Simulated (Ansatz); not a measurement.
Candidate structures of HfO2, relaxed level by level: HfO2 (P2₁/c, No. 14); HfO2 (P2₁2₁2, No. 18, 12 atoms in the cell; start mp-1224381; a measured phase of this formula has another space group); HfO2 (Pnma, No. 62, 12 atoms in the cell; start mp-741; a measured phase of this formula has another space group); HfO2 (model structure, started from the 3R-MoS2 type, R3m, No. 160, 3 atoms in the cell). Levels: r²SCAN (Ansatz, a program for electronic structure, plane waves, PAW), r²SCAN+rVV10 in Ansatz (PAW).

Task: Which structure has the lowest energy at each level, and how far above it lie the others?

Result: Lowest: r²SCAN, HfO2 (P2₁/c, No. 14); r²SCAN+rVV10, HfO2 (P2₁/c, No. 14). Energies above the lowest of these candidates, meV/atom:

```
structure                                                                                                                r²SCAN  r²SCAN+rVV10
-----------------------------------------------------------------------------------------------------------------------  ------  ------------
HfO2 (P2₁/c, No. 14)                                                                                                          0             0
HfO2 (P2₁2₁2, No. 18, 12 atoms in the cell; start mp-1224381; a measured phase of this formula has another space group)      81            71
HfO2 (Pnma, No. 62, 12 atoms in the cell; start mp-741; a measured phase of this formula has another space group)           116            89
HfO2 (model structure, started from the 3R-MoS2 type, R3m, No. 160, 3 atoms in the cell)                                    878           899
```

All these levels agree on the lowest structure.

Static-lattice energies; unlike cells have unlike k meshes, which leaves some meV/atom of uncertainty, and other structures than these can lie lower.

Note: the relaxation could not lower the start's symmetry, so the cell can be a saddle point above a distorted one.

A model structure was made by putting elements into a prototype or built by hand; it is no filed structure, need not be a known phase, and can be a saddle point held by its symmetry.

A start named mp-… is a Materials Project structure, which need not be a measured phase.
